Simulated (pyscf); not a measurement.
Structures and frequencies: ωB97X-D3(BJ)/def2-SVP in PySCF.

What are the homolytic bond dissociation enthalpies (298 K) of `[Cl][SnH]([Cl])[Cl]` at ωB97M-D3(BJ)/def2-TZVP, weakest first?

H–Sn to Cl–Sn•(Cl)–Cl + H•: 2.99 eV; Cl–Sn to Cl• + Cl–SnH•–Cl: 3.75 eV. Ring and multiple bonds, and those that leave no two simple radicals, are not listed. Left out: the spin-orbit lowering of Cl. Elements past Kr carry the def2 core potentials, without spin-orbit coupling.
